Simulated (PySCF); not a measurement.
Run record: geometry optimisation, 3-butenoic acid (`C=CCC(=O)O`).

Computed with PBE0-D3(BJ)/def2-SVP geometry optimisation, gas phase (PySCF 2.14.0). Start geometry: GFN2-xTB. The input is one job of a driver script: a line of settings, then coordinates in Å.

Input:
```
{"job": {"xc": "PBE0", "basis": "def2-SVP", "d3": "d3bj", "grid": 1, "kind": "geom"}, "charge": 0, "multiplicity": 1}
C     -1.949841     0.463975     0.020318
C     -0.966609    -0.292037    -0.427810
C      0.213730    -0.712284     0.400766
C      1.453980    -0.090770    -0.199820
O      1.999093    -0.449780    -1.207001
O      1.876382     0.956672     0.517596
H     -1.972641     0.824498     1.035689
H     -2.777840     0.746798    -0.606460
H     -0.950470    -0.640928    -1.451156
H      0.320147    -1.798003     0.359808
H      0.104408    -0.376372     1.430809
H      2.650861     1.367547     0.101235
```

Problem. Give the output.

Solution. 
```
step   0  E = -305.91122004  max force = 0.011740
step   1  E = -305.91295960  max force = 0.003035
step   2  E = -305.91303151  max force = 0.001164
step   3  E = -305.91305114  max force = 0.001015
step   4  E = -305.91309546  max force = 0.000837
step   5  E = -305.91318570  max force = 0.002078
step   6  E = -305.91333462  max force = 0.008763
step   7  E = -305.91368089  max force = 0.006580
step   8  E = -305.91404663  max force = 0.005169
step   9  E = -305.91436601  max force = 0.002775
step  10  E = -305.91452409  max force = 0.001199
step  11  E = -305.91455705  max force = 0.001375
step  12  E = -305.91460647  max force = 0.000583
step  13  E = -305.91462641  max force = 0.000623
step  14  E = -305.91464886  max force = 0.000569
step  15  E = -305.91466387  max force = 0.000698
step  16  E = -305.91467043  max force = 0.000614
step  17  E = -305.91467110  max force = 0.000172
optimisation converged
```

Energies in Eh; «max force» is the largest Cartesian gradient component in Eh/bohr.

Problem. How much energy does the optimisation release, in kJ/mol?

Solution. E(step 0) − E(last step) = 0.003451 Eh, which is 9.1 kJ/mol.

Problem. Give the first gradient maximum in eV/Å.

Solution. With 1 Eh/bohr = 51.422 eV/Å, 0.604 eV/Å.

Main results: final energy -305.91467 Eh after 17 steps; dipole 1.59 D.

Problem. Give the final coordinates.

Solution. 0.563 Å rms from the input after alignment:
```
atom  x, y, z in Å
C1    -2.1399    0.4728    0.1416
C2    -1.0587   -0.1337   -0.3459
C3     0.1996   -0.3690    0.4241
C4     1.4459   -0.0500   -0.3632
O5     1.5063    0.0764   -1.5569
O6     2.5200    0.0486    0.4314
H7    -2.1698    0.8603    1.1654
H8    -3.0387    0.6053   -0.4660
H9    -1.0526   -0.4966   -1.3794
H10    0.2894   -1.4374    0.6999
H11    0.2188    0.1850    1.3747
H12    3.2761    0.2208   -0.1512
```

Problem. Estimate the wall time. Hardware: Arm Neoverse V1, one thread, no GPU, on a shared host. And the peak memory of the process?

Solution. About 57 s, with 0.50 GiB resident at the peak, the Python interpreter and its libraries included.
Labels such as C1 count atoms from 1, the log's own numbers from 0.
